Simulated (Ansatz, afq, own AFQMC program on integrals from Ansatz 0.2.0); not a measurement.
# Atomization energy of AlSiH2, doublet

```yaml
atoms:
  - { symbol: Si, position_ang: [-0.0563, 0.0000, 1.1568] }
  - { symbol: Al, position_ang: [0.0305, 0.0000, -1.3507] }
  - { symbol: H, position_ang: [0.3768, -1.1894, 1.9627] }
  - { symbol: H, position_ang: [0.3768, 1.1894, 1.9627] }
```

Connectivity, by distances: SiH2–Al.

Atoms in their ground-state spins without spin–orbit coupling (mostly on UHF) minus the molecule (ROHF), without zero-point energy. The geometry is a stationary point, not shown to be a minimum.

Basis cc-pVDZ. Only valence electrons are correlated. AFQMC by an in-house program on the Cholesky factors that Ansatz 0.2.0 writes for its CCSD(T) run. The CISD trial takes its coefficients from CCSD amplitudes. Released means that phaseless walkers are propagated on without the constraint, phases kept. ± is one standard error of the sampling. The errors of all members are added in quadrature.

No full CI on the walks' own integrals is used here; CCSDT(Q) serves as the reference and is uncertain by about the last step of the cluster series. Each member takes its own surest rung, up to full CI.

The best estimate is CCSD(T) at the basis-set limit (CBS: def2-TZVPP and def2-QZVPP, with their diffuse functions for anions and beside diffuse sets, MP2 extrapolated, CCSD(T) minus MP2 from TZVPP) plus the step from CCSD(T) to CCSDT(Q) in cc-pVDZ. Rows without CBS are in cc-pVDZ; B2PLYP and the wave-function rows carry a basis error of their own. Core correlation and relativity beyond core potentials are missing, and ± holds the sampling alone.

Cautions: AlSiH₂ (doublet): higher spins were not checked, a spin-contaminated unrestricted determinant lies lower (UHF 188 meV lower, ⟨S²⟩ 0.98), the released energies are still falling, so no released level is given (meV from the phaseless value at times in 1/Eh: -16 ± 13 at 0.24, -1 ± 9 at 0.51, -18 ± 9 at 0.99, -23 ± 9 at 1.62, -34 ± 11 at 2.40), though the last usable value meets CCSDT(Q) within the noise.

Best estimate: 201.7 kcal/mol.

| level | atomization energy (kcal/mol) | error against the best estimate (kcal/mol) |
| --- | --- | --- |
| HF | 140.2 | -61.5 |
| MP2 | 177.2 | -24.4 |
| CCSD | 179.5 | -22.1 |
| CCSD(T) | 181.7 | -20.0 |
| ph-AFQMC/CISD | 181.8 ± 0.3 | -19.9 ± 0.3 |
| CCSD(T)/CBS | 201.1 | -0.6 |
| surest rungs in cc-pVDZ | 182.3 | -19.4 |

Correlation beyond CCSD(T) adds 0.6 kcal/mol. Going to the basis-set limit adds 19.4 kcal/mol at CCSD(T). The perturbative (T) step is worth +2.2 kcal/mol.

Best estimates are given only where the step beyond CCSD(T) is under 0.3 eV and no member's determinant is very poor (T1 over 0.05, or 0.07 for open shells, ⟨S²⟩ too high by 0.3, two states mixed), so the hardest cases are missing from such tables.

Each member of a difference takes its own highest rung, so a best estimate needn't equal the limit plus the step of one row. A walk keeps the symmetry of its determinant, which the program's search chose and which needn't be the lowest solution, so a lower state of the same spin and another symmetry isn't excluded.
